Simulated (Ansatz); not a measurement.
Results of r²SCAN+rVV10 (Ansatz, a quantum-chemistry and plane-wave program, PAW) for cubic perovskite KTaO3.

Settings: plane-wave cutoff 560 eV, 8×8×8 k mesh, Fermi–Dirac smearing 0.01 eV, scalar-relativistic PAW data made under PBE.

Pressure at four volumes; x = ln(V/12.620 Å³). One pressure is withheld.

| V (Å³/atom) | x | P (GPa) |
|---|---|---|
| 11.862 | -0.0619 | 15.13 |
| 12.620 | 0.0000 | 0.00 |
| 13.124 | 0.0392 | -7.68 |
| 13.377 | 0.0583 | ? |

Question: Pass a parabola P(x) through the three rows shown, estimate the bulk modulus and its pressure derivative near zero pressure, and predict the withheld pressure.

Answer: Slopes between the rows: (0.00 − (15.13))/(0.0000 − (-0.0619)) = -244.43 and (-7.68 − (0.00))/(0.0392 − (0.0000)) = -195.92 GPa. Their difference over the span 0.1011 is c = 48.51/0.1011 = 479.8 GPa, so P(x) = 15.13 + (-244.43)(x − (-0.0619)) + 479.8 (x − (-0.0619))(x − (0.0000)). At the middle row B = −dP/dx = −[-244.43 + 479.8 × 0.0619] = 214.7 GPa, and B′ = dB/dP = 2c/B = 4.5. At x = 0.0583 the parabola gives -10.89 GPa; the run gives -10.94 GPa. The Birch–Murnaghan fit to the energies at all volumes has B0 = 213 GPa and B′ = 4.4.

Measured, for comparison: bulk modulus 220 GPa (temperature not stated, not corrected to a static lattice; as tabulated in Tinte et al. (1998), arXiv:cond-mat/9809379). Computed (rounded) less measured: bulk modulus -3 %.

Spin–orbit coupling is not included.
